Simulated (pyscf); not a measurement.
Structures and frequencies: ωB97X-D3(BJ)/def2-SVP in PySCF. MP2 and CC: frozen core, UHF for open shells. ΔMP2 is the change of the MP2 total energy from the triple- to the quadruple-zeta basis.

Question: Estimate by transition-state theory the rate constant of F–SiH₂• (SMILES F[SiH2]) + H₂O (SMILES O) → HO–SiH₂• (SMILES O[SiH2]) + HF (SMILES F) (doublet surface; F–Si, H–O broken, O–Si, F–H formed) at 600 K, with CCSD(T)/def2-TZVPP + ΔMP2(QZVPP) energies (ideal gas, 1 atm, RRHO with modes under 100 cm⁻¹ raised to 100, one conformer, R ln 2 for rigid chiral ones; no tunnelling).

Answer: The electronic barrier is 27.1 kcal/mol and the thermal terms add +19.4, so ΔG‡ = 46.5 kcal/mol. With k_BT/h = 1.25e+13 s⁻¹ and RT = 1.192 kcal/mol, and a volume of 8.18e-20 cm³ per molecule at 1 atm, k = 1.1e-23 cm³ molecule⁻¹ s⁻¹. Wigner's tunnelling factor for 784i cm⁻¹ would be 1.15. A shift of 1 kcal/mol in the barrier changes k by a factor 2.3. On the reactant side the descent ends in a complex, 4.1 kcal/mol under the separated species and 28.4 kcal/mol under the saddle at ωB97X-D3(BJ)/def2-TZVP. On the product side the descent ends in a complex, 7.1 kcal/mol under the separated species and 22.8 kcal/mol under the saddle at ωB97X-D3(BJ)/def2-TZVP. At ωB97X-D3(BJ) the barrier from the zero used here is 24.3 kcal/mol. The same reactants have a lower exit, to HO–SiH₂–F + H• (barrier +18.0 kcal/mol at ωB97M-D3(BJ), against +24.2 kcal/mol here). This is the saddle that the search found; another between the same sides may lie lower. The CCSD(T) − MP2 part came from Ansatz, without density fitting, on the same reference.
